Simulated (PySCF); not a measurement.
## Vertical excitation energies

Compound: B(NH3)H3.
SMILES: `[H]B([H])([H])<-N`

Method: PySCF 2.14.0, density-fitted response routines, TDDFT wB97X-D/def2-SVPD, vertical, gas phase, core orbitals frozen in the response. Isolated species at its PBE0-D3(BJ)/def2-SVP geometry, gas phase.

Task: Predict the UV-vis stick spectrum at this level.

Result: 

```csv
state,E (eV),E (hartree),f,symmetry,"main configurations (H = HOMO, L = LUMO)"
S1,6.86,0.2522,0.020,E,H-1/H→L (≥96%)
S2,6.86,0.2522,0.020,E,H-1/H→L (≥96%)
S3,8.55,0.3144,0.098,E,H-1/H→L+1 (≥96%)
S4,8.56,0.3144,0.098,E,H-1/H→L+1 (≥96%)
S5,8.82,0.3241,0.0000,–,"H-1/H→L+2 (≥44%), H-1/H→L+3 (≥44%)"
S6,8.92,0.3278,0.0067,A1,"H-2→L (40%), H-1/H→L+2 (≥29%), H-1/H→L+3 (≥27%)"
S7,8.96,0.3293,0.0012,–,"H-1/H→L+3 (≥45%), H-1/H→L+2 (≥44%)"
S8,8.96,0.3293,0.0012,–,"H-1/H→L+3 (≥46%), H-1/H→L+2 (≥44%)"
S9,9.28,0.3410,0.126,A1,"H-2→L (56%), H-1/H→L+3 (≥20%), H-1/H→L+2 (≥20%)"
```

Triplets (Tamm–Dancoff): T1 6.80 eV, H-1/H→L (≥95%); T2 6.80 eV, H-1/H→L (≥95%); T3 8.37 eV, H-1/H→L+1 (≥92%); T4 8.37 eV, H-1/H→L+1 (≥92%).

The lowest singlet level (S1/S2) lies at 6.86 eV (181 nm, vacuum ultraviolet) and is of moderate strength. The strongest level in the table is S3/S4 at 8.55 eV (145 nm, f = 0.195 summed). S1/S2, S3/S4 and S7/S8 lie within about 0.01 eV of each other in each set; the point group C3v has degenerate representations, and within a degenerate level the listed configurations can mix freely. Löwdin shares by element: HOMO (one of a set within 0.03 eV) hydrogen 45% or more, boron 43%, nitrogen 6%; LUMO hydrogen 30% or more, boron 28%, nitrogen 19% (atoms not listed hold the other 23%). The listed states span 2.42 eV, and the widest gap between neighbours is 1.69 eV (S2 to S3). Weighted by f, the mean energy of these states is 8.63 eV. Orbital energies (eV): HOMO-3 -16.56, HOMO-2 -12.04, HOMO-1 -9.69, HOMO -9.69, LUMO 1.43, LUMO+1 3.05, LUMO+2 3.58. Symmetry labels in C3v follow from the direction of the transition dipole and are given only for states with f of 0.002 or more. Orbitals of the list HOMO-3 to LUMO+2 that lie within 0.01 eV of each other are written together with a slash and their weights summed (≥ marks a lower bound); for degenerate orbitals outside that list single weights are arbitrary. Only the lowest 10 singlets were computed, as vertical energies without vibronic structure. The highest level found (9.85 eV, f 0.0003 so far) is left out, since the window may have cut off a degenerate partner.
